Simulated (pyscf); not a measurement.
## 1,1-elimination: H₂C=CH–SiH₃ → :C=CH₂ [singlet] + SiH₄

Gas phase, singlet surface, charge 0. Bonds broken: C2–Si3, C2–H6. Bonds formed: Si3–H6. PySCF, gas phase, ωB97X-D3(BJ)/def2-SVP geometries. MP2 and CC: frozen core, UHF for open shells. ΔMP2 is the change of the MP2 total energy from the triple- to the quadruple-zeta basis.

Transition state (Å):

```xyz
9

C      0.4878    -1.1272    -0.5861
C      1.2014    -1.4748     0.4772
Si     0.0885     0.6080     1.8519
H      0.6698    -1.7919    -1.4426
H     -0.2295    -0.3154    -0.7507
H      1.0068    -0.6550     1.6052
H      0.4885     1.6757     0.8992
H     -1.3283     0.2067     1.6537
H      0.3402     1.0204     3.2611
```

One imaginary mode, 293i cm⁻¹; descent along it reached the two sides named, in the forms told below.

```
bond    change  reactant side (Å)  saddle  product side
------  ------  -----------------  ------  ------------
C2–Si3  breaks              1.879     2.7           3.7
C2–H6   breaks              1.098   1.408           2.8
Si3–H6   forms              2.595   1.581         1.490
```

Electronic energies relative to the reactant's lowest minimum found (kcal/mol):

```
level                             barrier  reaction energy  reverse barrier
--------------------------------  -------  ---------------  ---------------
ωB97X-D3(BJ)/def2-TZVP               91.2            +90.8              0.4
PBE/def2-TZVP                        84.1            +91.9             -7.9
r²SCAN/def2-TZVP                     86.3            +92.6             -6.4
B3LYP-D3(BJ)/def2-TZVP               86.3            +88.6             -2.3
PBE0-D3(BJ)/def2-TZVP                89.3            +94.7             -5.4
M06-2X/def2-TZVP                     89.4            +90.2             -0.9
ωB97M-D3(BJ)/def2-TZVP               88.4            +86.9              1.5
HF/def2-TZVP                         92.9            +75.3             17.6
MP2/def2-QZVPP                       94.0            +96.2             -2.2
CCSD/def2-TZVPP                      90.2            +86.4              3.8
CCSD(T)/def2-TZVPP                   88.8            +87.9              0.8
CCSD(T)/def2-TZVPP + ΔMP2(QZVPP)     89.1            +88.8              0.3
```

With CCSD(T)/def2-TZVPP + ΔMP2(QZVPP) energies and thermal terms (ideal gas, 1 atm, RRHO with modes under 100 cm⁻¹ raised to 100, one conformer, R ln 2 for chiral ones without a mode under 150 cm⁻¹), in kcal/mol:

| T (K) | ΔH‡ | ΔG‡ | ΔH | ΔG |
|---|---|---|---|---|
| 298 | 84.2 | 83.3 | +82.8 | +72.7 |
| 600 | 84.4 | 82.3 | +83.0 | +62.3 |
| 900 | 84.4 | 81.3 | +82.5 | +52.1 |
| 1200 | 84.3 | 80.3 | +81.8 | +42.1 |

On the reactant side the descent ends in a point that may be a rotor saddle (no frequency run), 1.5 kcal/mol over the lowest minimum found and 89.6 kcal/mol under the saddle at ωB97X-D3(BJ)/def2-TZVP. At PBE, r²SCAN, B3LYP-D3(BJ), PBE0-D3(BJ), M06-2X, MP2 this geometry lies under the product side: in single points on another level's saddle the reverse barrier vanishes, and the forward threshold there is about the reaction energy. The same reactants have a lower exit, to cyclic C₂H₆Si (SMILES C1C[SiH2]1) (barrier +69.5 kcal/mol at ωB97M-D3(BJ)/def2-TZVP, against +88.4 kcal/mol here). :C=CH₂ [singlet] lies 41.4 kcal/mol over its isomer HC≡CH (electronic energy, ωB97M-D3(BJ)/def2-TZVP). This is the saddle that the search found; another between the same sides may lie lower. The CCSD(T) − MP2 part came from Ansatz, without density fitting, on the same reference.
